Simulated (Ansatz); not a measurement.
Ansatz (a program for electronic structure) input (B3LYP-D3(BJ)/def2-TZVP):

Ansatz 0.2 input:
```yaml
crystal:
  periodic: [false, false, false]
  atoms:
    - {symbol: O, position_ang: [-1.06290896, -0.34066447, -0.11151967]}
    - {symbol: C, position_ang: [-0.13208979, 0.49354192, -0.04132058]}
    - {symbol: O, position_ang: [1.09189600, 0.30318075, 0.13944369]}
    - {symbol: H, position_ang: [-0.89997403, -1.30707817, -0.02295532]}
    - {symbol: H, position_ang: [-0.43393577, 1.54589674, -0.15511888]}
    - {symbol: H, position_ang: [1.46358251, -0.60093518, 0.25345854]}
basis:
  gaussian:
    orbitals: def2-TZVP
hamiltonian:
  xc: b3lyp
  dispersion: d3bj
total_charge: 1
relax: {f_tol: 0.002, max_steps: 150}
```

End of the output:

```
integrals: 0.02 GiB planned
614 factors; their error is unknown
mean field: 0.28 GiB planned
mean field evaluation 64: about -5173.8550 eV, gradient 2.3e-1 eV
mean field -5173.84914831 eV, -190.1354492394 hartree, gradient 9.3e-6 eV, S^2 0.000000; 1 other end points of the search recorded, 0 dependent functions left out
the calculation of the forces begins
reference -5173.84932479 eV, -190.1354557250 hartree; 12, 12 occupied and 99, 99 virtual orbitals, 614 factors
Total energy: -5173.95364950 eV, -190.1392895875 hartree
Atom 0 at    -1.070533    -0.347038    -0.112305 Å, force    -0.000366     0.000319    -0.000438 eV/Å
Atom 1 at    -0.136125     0.506792    -0.042865 Å, force    -0.000244     0.000203     0.001648 eV/Å
Atom 2 at     1.101262     0.301948     0.141195 Å, force     0.000201     0.000492    -0.000374 eV/Å
Atom 3 at    -0.843416    -1.294043    -0.015874 Å, force     0.000153    -0.000658    -0.000057 eV/Å
Atom 4 at    -0.433898     1.547165    -0.155232 Å, force     0.000003     0.000278    -0.000736 eV/Å
Atom 5 at     1.409282    -0.620882     0.247068 Å, force     0.000253    -0.000633    -0.000043 eV/Å
Dipole moment:     0.113663    -0.397157     0.042975 e Å
```

It need not be the lowest isomer of its formula.
